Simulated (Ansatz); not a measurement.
System: CHO$_{2}$ (charge 0, doublet). It need not be the lowest isomer of its formula. SMILES: [O]C=O
Geometry from a B3LYP-D3(BJ)/def2-TZVP (Ansatz, an electronic-structure program) optimisation:
```
C
O 1 1.2209
O 1 1.2209 2 144.74
H 1 1.1636 2 107.63 3 -180.00
```
Charge 0, spin multiplicity 2.

Problem. Give the harmonic wavenumbers at B3LYP-D3(BJ)/def2-TZVP (Ansatz, finite differences of forces, unscaled).

Solution. 209, 675, 853, 1210, 1663, 2299 cm⁻¹. Zero-point energy 9.9 kcal/mol.

Problem. From these and the geometry, give the ideal-gas thermochemistry at 298.15 K and 1 atm (rigid rotor, harmonic oscillator).

Solution. Point group C2v, rotational symmetry number 2. Rotational constants 157.1, 11.67, 10.86 GHz. S(trans) 37.34, S(rot) 18.94, S(vib) 2.61, S(elec, spin only) 1.38, S 60.3 cal/(mol K). H(298) - H(0) 2.84 kcal/mol; G - E(el) -5.2 kcal/mol.
